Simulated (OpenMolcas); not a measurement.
# C2H3FO (SMILES FC1CO1): X3LYP/3-21G (PCM toluene)

Aim: the adiabatic ionisation energy of C2H3FO at X3LYP/3-21G (PCM toluene), from 2 runs. 

Program for the calculation: OpenMolcas 26.06.

4 further runs of the same task are left out: 4 set aside as unsound or not needed.

**1. The system as given**

C2H3FO has 7 atoms, charge 0, and is taken as a singlet. SMILES: `FC1CO1`. Geometry: relaxed at PBE0-D4/def2-TZVP. The run starts from this shape.

Bond lengths: F1–C2 1.351 Å, C2–C3 1.449 Å, C2–O4 1.374 Å, C3–O4 1.439 Å, C2–H5 1.087 Å, C3–H6 1.086 Å, C3–H7 1.086 Å. Some angles: F1–C2–C3 118.9°, F1–C2–O4 115.5°, C3–C2–O4 61.2°, C2–C3–O4 56.8°, C2–O4–C3 62.0°, F1–C2–H5 110.6°, C3–C2–H5 124.3°, O4–C2–H5 117.4°, C2–C3–H6 120.8°, C2–C3–H7 118.0°.

**2. A structure relaxation at X3LYP/3-21G (PCM toluene)**

The input, mol.input:

```
* C2H3FO Kohn-Sham DFT

&GATEWAY
  BASISSET
  F.3-21G....
  F1 -1.230100 -1.269700 -0.057100 angstrom
  End of Basis
  BASISSET
  C.3-21G....
  C2 -0.627800 -0.077500 -0.262000 angstrom
  C3 0.671400 0.163600 0.333400 angstrom
  End of Basis
  BASISSET
  O.3-21G....
  O4 0.484900 -0.107900 -1.067700 angstrom
  End of Basis
  BASISSET
  H.3-21G....
  H5 -1.366000 0.696000 -0.457000 angstrom
  H6 0.995700 1.172200 0.572500 angstrom
  H7 1.133100 -0.644700 0.892200 angstrom
  End of Basis
  RF-INPUT
  PCM-Model
  Solvent=toluene
  End of RF-Input
>>> EXPORT MOLCAS_MAXITER=40
>>> Do While

&SEWARD

&SCF
  KSDFT=HYB_GGA_XC_X3LYP
  PRORBITALS=0

&SLAPAF
>>> EndDo
```

Command:

```console
$ export MOLCAS_MEM=1860
$ pymolcas mol.input > mol.log
```

Log:

```text
--- Start Module: gateway ---
[...]
--- Stop Module: gateway /rc=_RC_ALL_IS_WELL_ ---
[...]
      Basis functions           42
[...]
       Convergence after  11 Iterations
[...]
::    Total KS-DFT energy                            -251.5279711686
[...]
 *              Molecular gradients               *
 **************************************************
  Irreducible representation: a
 ------------------------------------------------------------------------------------------
                              X                       Y                       Z
 ------------------------------------------------------------------------------------------
  F1                1.53277426605722E-02    2.78902213336476E-02   -6.83485046474663E-03
  C2                3.84555507238926E-02   -1.94362474007592E-02   -1.06976219725485E-02
  C3               -2.04808976495672E-02   -1.31929671390538E-02   -4.49776294471143E-02
  O4               -3.15904515714731E-02    7.53943141802205E-03    6.85919574545117E-02
  H5               -2.57324513948376E-03   -3.19649738338823E-03   -2.60888036024676E-03
  H6                6.95413015784352E-04    2.82280384574563E-04   -1.76071814608414E-03
  H7                4.46901133953403E-04   -4.91764109307624E-04   -1.81139610387726E-03
 ------------------------------------------------------------------------------------------
[...]
--- Start Module: slapaf ---
[...]
 Geometry is converged in   6 iterations to a Minimum Structure
*****************************************************************************************************************
*****************************************************************************************************************
++ Geometry section
********************************************************************************
  Geometrical information of the final structure
********************************************************************************
  NOTE: on convergence the final predicted structure will be printed here.
  This is not identical to the structure printed in the head of the output.
 *********************************************************
[...]
--- Stop Module: slapaf /rc=_RC_INVOKED_OTHER_MODULE_ ---
--- Start Module: last_energy ---
[...]
       Convergence after   6 Iterations
[...]
::    Total KS-DFT energy                            -251.5358185431
[...]
      Total spin, S                                     0.0000000000
[...]
      Total electronic charge=   32.000000
      Total            charge=   -0.000000
[...]
      Dipole Moment (debye):
      Origin of the operator (angstrom)=   -0.2334   -0.3896   -0.2735
                   X= -8.2852E-02               Y=  1.8022E+00               Z=  2.0093E+00           Total=  2.7004E+00
      Quadrupole Moment (debye*angstrom):
[...]
--- Stop Module: last_energy /rc=_RC_ALL_IS_WELL_ ---
[...]
```

It took 32 s on 1 thread of Arm Neoverse V1, shared host; peak memory 0.38 GiB.

Step by step:

```
step  energy from the first frame kept (eV)  largest force (eV/Å)
   0                                 0.0000                3.9025
   1                                -0.1548                2.0218
   2                                -0.2104                0.2785
   3                                -0.2130                0.1234
   4                                -0.2134                0.0468
   5                                -0.2135                0.0150
```

After the run. Bond lengths: F1–C2 1.384 Å, C2–C3 1.474 Å, C2–O4 1.448 Å, C2–H5 1.085 Å, C3–H6 1.084 Å, C3–H7 1.085 Å. Angles: F1–C2–C3 118.9°, F1–C2–O4 115.9°, C3–C2–O4 63.1°, F1–C2–H5 111.9°, C3–C2–H5 122.1°, O4–C2–H5 116.4°, C2–C3–H6 120.1°, C2–C3–H7 117.9°, H6–C3–H7 117.7°. A long bond or contact: C3–O4 1.528 Å.

**3. The doublet cation, same level**

The input, mol.input:

```
&GATEWAY
BasisSet
F.3-21G....
F1 -1.230100 -1.269700 -0.057100 angstrom
End of Basis
BasisSet
C.3-21G....
C2 -0.627800 -0.077500 -0.262000 angstrom
C3 0.671400 0.163600 0.333400 angstrom
End of Basis
BasisSet
O.3-21G....
O4 0.484900 -0.107900 -1.067700 angstrom
End of Basis
BasisSet
H.3-21G....
H5 -1.366000 0.696000 -0.457000 angstrom
H6 0.995700 1.172200 0.572500 angstrom
H7 1.133100 -0.644700 0.892200 angstrom
End of Basis
RF-Input
PCM-Model
Solvent=toluene
End of RF-Input
>>> EXPORT MOLCAS_MAXITER=40
>>> Do While
&SEWARD
&SCF
UHF
Charge=1
Spin=2
KSDFT=HYB_GGA_XC_X3LYP
PrOrbitals=0
&SLAPAF
>>> EndDo
```

Command:

```console
$ export MOLCAS_MEM=1860
$ pymolcas mol.input > mol.log
```

Log, cut to the lines that bear on the results:

```text
--- Start Module: gateway ---
[...]
--- Stop Module: gateway /rc=_RC_ALL_IS_WELL_ ---
[...]
      Basis functions           42
[...]
       Convergence after  23 Iterations
[...]
::    Total KS-DFT energy                            -251.1860508683
[...]
 *              Molecular gradients               *
 **************************************************
  Irreducible representation: a
 ------------------------------------------------------------------------------------------
                              X                       Y                       Z
 ------------------------------------------------------------------------------------------
  F1               -2.05854650944381E-03    5.10130601862180E-03    6.24005495119606E-03
  C2                8.46101704633336E-02   -4.54743755170650E-03   -3.86304155259140E-02
  C3               -1.20147423980566E-02   -1.07396595159286E-02   -4.75579796442194E-02
  O4               -5.66800089983843E-02    2.79678901544230E-02    7.92110120333103E-02
  H5               -1.98289041387056E-03   -1.28256673041611E-02    2.72867562258750E-04
  H6                4.81887197143926E-03   -1.08680483503019E-02   -4.03200079008981E-03
  H7               -1.63899788382944E-02    5.14764274400248E-03    4.34448578964064E-03
 ------------------------------------------------------------------------------------------
[...]
--- Start Module: slapaf ---
[...]
--- Stop Module: slapaf /rc=_RC_INVOKED_OTHER_MODULE_ ---
--- Start Module: last_energy ---
[...]
       Convergence after   5 Iterations
[...]
::    Total KS-DFT energy                            -251.2185472354
[...]
      Total spin, S                                     0.5046824793
[...]
      Total electronic charge=   31.000000
      Total            charge=    1.000000
[...]
      Dipole Moment (debye):
      Origin of the operator (angstrom)=   -0.2168   -0.3782   -0.2477
                   X=  9.5335E-01               Y=  3.0160E+00               Z=  1.9699E+00           Total=  3.7264E+00
      Center of Charge (angstrom)
[...]
--- Stop Module: last_energy /rc=_RC_ALL_IS_WELL_ ---
[...]
```

Wall time 1.8 min (1 thread of Arm Neoverse V1, shared host); peak memory 0.38 GiB.

Step by step:

```
step  energy from the first frame kept (eV)  largest force (eV/Å)
   0                                 0.0000                5.2110
   1                                -0.3909                3.2240
   2                                -0.5870                1.3099
   3                                -0.6460                0.9483
   4                                -0.7548                1.1845
   5                                -0.8212                1.1102
   6                                -0.8503                0.7257
   7                                -0.8734                0.3873
   8                                -0.8773                0.3759
   9                                -0.8819                0.1590
  10                                -0.8840                0.0557
  11                                -0.8843                0.0553
  12                                -0.8843                0.0243
  13                                -0.8842                0.0449
  14                                -0.8843                0.0099
```

After the run. Bond lengths: F1–C2 1.312 Å, C2–C3 1.460 Å, C3–O4 1.516 Å, C2–H5 1.090 Å, C3–H6 1.097 Å, C3–H7 1.098 Å. Angles: F1–C2–C3 120.7°, C2–C3–O4 76.6°, F1–C2–H5 117.0°, C3–C2–H5 122.2°, C2–C3–H6 118.5°, C2–C3–H7 119.0°, O4–C3–H6 110.5°, O4–C3–H7 109.4°, H6–C3–H7 115.1°. A long bond or contact: C2–O4 1.846 Å.

**4. Results**

At X3LYP/3-21G (PCM toluene):

| quantity | value |
| --- | --- |
| singlet C2H3FO: total energy at the end | -251.53582 Eh |
| singlet C2H3FO: dipole moment | 2.70 D |
| singlet C2H3FO: HOMO energy | -7.74 eV |
| singlet C2H3FO: LUMO energy | 2.17 eV |
| singlet C2H3FO: HOMO–LUMO gap | 9.91 eV |
| doublet cation: total energy at the end | -251.21855 Eh |
| doublet cation: HOMO energy (highest over α and β) | -13.10 eV |
| doublet cation: LUMO energy (lowest over α and β) | -8.75 eV |
| doublet cation: ⟨S²⟩ | 0.759 |
| adiabatic ionisation energy (to the doublet cation, no zero-point term) | 8.633 eV |

What this shows: The adiabatic ionisation energy (to the doublet cation, no zero-point term) is 8.63 eV (199 kcal/mol). The second species lost a bond as it relaxed, so this leads to another structure. The optimisation (singlet C2H3FO) took 5 steps and changed the energy by -0.214 eV. Mulliken charges (singlet C2H3FO) run from -0.46 on O4 to +0.28 on C2. The optimisation (doublet cation) took 14 steps and changed the energy by -0.884 eV.
